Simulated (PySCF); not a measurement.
# H₂S: bending curve

Level of theory: PySCF, PBE0, basis S def2-TZVP, H def2-TZVP (no relativity, density fitting).

Rigid scan from the singlet minimum (S–H 1.341 Å (×2); H–S–H 92.3°). Coordinate: the H–S–H angle, bonds fixed. Energies in kJ/mol from the minimum.

| bond angle (°) | E (kJ/mol) | dipole size (D) |
| --- | --- | --- |
| 80 | 10.8 | 1.16 |
| 90 | 0.4 | 1.16 |
| 100 | 4.0 | 1.17 |
| 110 | 20.9 | 1.18 |
| 120 | 49.8 | 1.18 |
| 130 | 89.3 | 1.17 |
| 140 | 137.0 | 1.12 |
| 150 | 189.3 | 1.03 |
| 160 | 239.7 | 0.83 |
| 170 | 278.2 | 0.48 |
| 180 | 292.9 | 0.00 |

With the bonds held, the linear shape lies 292.9 kJ/mol from the minimum.

Other isomers or separated fragments may lie lower.
